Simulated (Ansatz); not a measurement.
Reaction: C2HO (SMILES [CH]=C=O, doublet) → C2HO (SMILES [C]#CO, doublet)
Each species at its own B3LYP-D3(BJ)/def2-TZVP minimum (Ansatz, a first-principles code), one conformer.

Total energies in hartree (Ansatz). Open shells are spin-unrestricted; no spin-orbit coupling. Correlated methods leave the cores frozen. No relativity. The UHF reference of C2HO ([CH]=C=O, doublet) is spin-contaminated (<S^2> up to 0.07 over the pure value in the sets run).

| species | HF/cc-pVTZ | CCSD(T)/cc-pVTZ | HF/cc-pVQZ | CCSD(T)/cc-pVQZ | CCSDT(Q)/cc-pVTZ |
|---|---|---|---|---|---|
| 1: C2HO (SMILES C(=[CH])=O, doublet) | -151.14021 | -151.68058 | -151.15105 | -151.72440 | -151.68342 |
| 2: C2HO (SMILES C(#[C])O, doublet) | -151.05914 | -151.59424 | -151.07008 | -151.63799 | -151.59657 |

Task: Work out the isomerisation energy (electronic) in kcal/mol: take Hartree-Fock from cc-pVQZ, extrapolate the CCSD(T) correlation energy as X^-3 (X = 3, 4), and add CCSDT(Q) - CCSD(T) in cc-pVTZ. 1 hartree = 627.51 kcal/mol.

Result: 
Species 1: correlation (64·(-0.57335) - 27·(-0.54037))/37 = -0.59742; step -0.00284; E1 = -151.15105 + (-0.59742) + (-0.00284) = -151.75131
Species 2: correlation (64·(-0.56791) - 27·(-0.53510))/37 = -0.59185; step -0.00233; E2 = -151.07008 + (-0.59185) + (-0.00233) = -151.66426
-1·E1 +1·E2 = 0.08705 hartree = 54.6 kcal/mol.
